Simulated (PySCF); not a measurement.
# CBCl3O2: the cost of one run

Computed with PySCF 2.14.0; each step states its level. No surroundings beyond the atoms listed, unless a continuum is named. Atoms count from 0, parts from 1.

### Step 1. Starting point

7 atoms, charge 0, multiplicity 1; geometry: GFN1-xTB. Parts: 1 = atoms 0–3, `ClB(Cl)Cl`, charge 0; 2 = atoms 4–6, `O=C=O`, charge 0.

### Step 2. Relaxing the molecule at PBE0-D3(BJ)/def2-SVP

The job: settings as JSON, then the geometry in Å.

```
{"job": {"xc": "PBE0", "basis": "def2-SVP", "d3": "d3bj", "grid": 2, "kind": "geom", "shake": 0.01}, "charge": 0, "multiplicity": 1, "parts": [{"atoms": "0-3", "charge": 0, "multiplicity": 1}, {"atoms": "4-6", "charge": 0, "multiplicity": 1}]}
Cl    -0.911032    -1.608249     0.042888
B     -0.096533    -0.073490    -0.155535
Cl    -1.004435     1.404816    -0.384910
Cl     1.687294    -0.032601    -0.125904
O      2.847919     1.142437     3.126341
C      1.957660     1.801820     2.835659
O      1.078849     2.439653     2.538878
```

Command:

```console
OMP_NUM_THREADS=1 python cluster_run.py task.json out
```

The driver reads the jobs from task.json and runs them one after another.

**Question.** How long does this first job take on 1 thread of Intel Xeon at 2.50GHz, shared host, and how much memory does it need?

About 5.4 min, with a peak of 0.55 GiB.
